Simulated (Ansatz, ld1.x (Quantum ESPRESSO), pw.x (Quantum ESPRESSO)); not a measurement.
carbon: does the TM potential hold in the solid?

| Item | Value |
| --- | --- |
| Element | carbon (C) |
| Generator | ld1.x (Quantum ESPRESSO) 7.5 |
| Type | norm-conserving Troullier–Martins (Kleinman–Bylander form) |
| Functional | LDA (PW92) |
| Relativity | scalar-relativistic |
| Frozen core | [He] |
| Valence charge | 4 |
| Reference configuration | 2s1.5 2p2.5 |
| Partial waves | 2p (bound): rc 2.65 bohr; 2s (bound): rc 1.00 bohr |
| Local potential | the s channel |
| Core correction | none |

Atomic tests: cutoffs needed: 35 Ry and 90 Ry (the cutoffs (Ry, on a coarse ladder) from which the occupation-weighted sum of valence levels, in a spherical-Bessel basis at the reference potential, stays within 10 and 1 mRy of its value at 400 Ry); ghost test: no extra level below or beside the all-electron valence levels (p, s, d, f tested) (spherical-Bessel basis up to 400 Ry, 20 bohr box); configuration tests: 1 of 9 tests not solved or not reliable.

Crystal test: bcc C in pw.x 7.5, no spin, 18³ k-points, Fermi–Dirac smearing 0.01 Ry, cutoffs 110/440 Ry. The reference is all-electron LAPW (Ansatz 0.2.0) with the same functional, mesh and smearing; V0 and B0 come from Birch–Murnaghan fits to the pressures at five volumes. Errors are pseudo minus all-electron; Δ is the rms difference of the E(V) curves that follow from these fits, minima aligned, over ±6 % about the mean V0. Mesh and smearing are coarse, so the numbers serve the comparison and aren't converged zero-temperature values; the lattice is a test structure that the element need not adopt.

| V (Å³/atom) | P all-electron (GPa) | P pseudo (GPa) |
| --- | --- | --- |
| 5.884 | 18.18 | 32.49 |
| 6.039 | 10.98 | 24.68 |
| 6.194 | 4.60 | 17.68 |
| 6.349 | -1.05 | 11.42 |
| 6.504 | -6.05 | 5.81 |

All-electron: a0 = 2.329 Å (V0 = 6.32 Å³/atom), B0 = 221.9 GPa.

Pseudopotential: mean pressure error (GPa): +13.08. The pressure does not cross zero within the volumes sampled, so no fit is given. The largest radius (2.65 bohr) exceeds half the bond length (1.89 bohr), so the spheres overlap, which is one possible source of error among others. This is a poor potential for the solid. Atomic configuration tests: 1 of 9 tests not solved or not reliable.

Question: At the middle volume, how do free energy and pressure move when the wave cutoff is lowered (ecutrho kept at four times it)?

Answer:

```csv
cutoff (Ry),shift of F (meV/atom),shift of P (GPa)
50,+42.7,+0.16
66,+35.0,-0.98
88,+10.4,-1.00
```

The run at the middle volume (195 k-points, 5 iterations) took about 8.9 s on one core of a shared host (Neoverse-V2, 96 threads, 742 GiB, load 84).
